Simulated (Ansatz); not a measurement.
Relaxed structures of BHOF (charge +1), singlet (PBE0-D4/def2-TZVP; forces vanish, vibrations not checked; lower isomers may exist, and structures with a doubtful reference or unclear bonds are left out; Å). Computed with Ansatz 0.2.0 (basis: def2-TZVPP); correlated methods freeze the cores.

Task: Rank them by CCSD(T) energy, lowest first, and give each one's height above the lowest. Links in brackets join atoms within 1.22 times the sum of their covalent radii (1.1 for two metals). (To be estimated.)
A.
BHOF ([OH][B][F]), total charge +1
```
4
angstrom
O 0.4801 -0.4580 0.3368
B -0.4311 0.2808 -0.0576
F -1.3907 1.0000 -0.3625
H 1.3418 -0.8228 0.0833
```
B.
BHOF ([BH][O][F]), total charge +1
```
4
angstrom
O -0.2892 0.4755 -0.5775
B 0.5266 -0.3099 0.0083
F -1.4551 0.8023 0.0786
H 1.3606 -1.0226 0.4379
```
C.
BHOF ([O][B][FH]), total charge +1
```
4
angstrom
O 0.4459 -0.4320 0.4063
B -0.4016 0.2447 -0.0652
F -1.4178 1.0521 -0.5977
H -2.0894 1.4815 -0.0454
```

Result: By the calculation: A (0.00 kcal/mol), C (76.12 kcal/mol), B (159.47 kcal/mol). Heights count from the lowest.

T1 diagnostic: at most 0.018.

For scale, one of the runs: CCSD(T)/def2-TZVPP, 107 basis functions, launched by `ansatz run in.yaml --threads 2 --pin off --events-out ev --progress --plain --max-ram 4352MiB`. Hardware: 2 CPU threads of an Intel Xeon 6975P-C, shared host. Wall time about 1.2 s.
